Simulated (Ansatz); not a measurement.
Two isomers of C3H7NO: A = `CC1(N)CO1`, B = `C/N=C/OC`.

Computed with Ansatz on PBE0-D4/def2-TZVP structures; ΔE is electronic, products minus reactants. CCSD(T)/CBS adds triple-zeta CCSD(T) − MP2 to the extrapolated MP2 energy (def2 sets, frozen cores). Functionals use def2-TZVPP. B3LYP here is the variant with VWN-RPA as its local correlation; programs differ in this. Each species was taken in one conformer, which may not be the lowest.

Question: Which is lower in electronic energy at CCSD(T)/CBS, and by how much? (Best estimate.)

Answer: Ansatz gave: B, by 16.1 kJ/mol.

Question: Give E(B) − E(A) in kJ/mol with CCSD/def2-TZVPP, ωB97M-V, B3LYP, CCSD(T)/def2-SVP, MP2/def2-TZVPP, PBE0-D4, CCSD(T)/def2-TZVPP. (Estimate.)

Answer: The calculation gave: CCSD/def2-TZVPP -19.7, ωB97M-V -15.8, B3LYP -36.4, CCSD(T)/def2-SVP -29.7, MP2/def2-TZVPP -10.9, PBE0-D4 -11.5, CCSD(T)/def2-TZVPP -20.1. None reverses the order clearly.

Question: Does the order hold for the free energy at 298.15 K (harmonic terms from PBE0-D4)? (Best estimate.)

Answer: Computed: Yes: G(B) − G(A) = -19.9 kJ/mol, for one conformer each.

Largest T1 diagnostic: 0.013.

At CCSD(T), def2-SVP lies −13.7 kJ/mol from the extrapolated value and def2-TZVPP −4.0 kJ/mol. From PBE to PBE0 (25 % exact exchange), in def2-TZVPP and without D4, E(B) − E(A) moves by +7.1 kJ/mol.
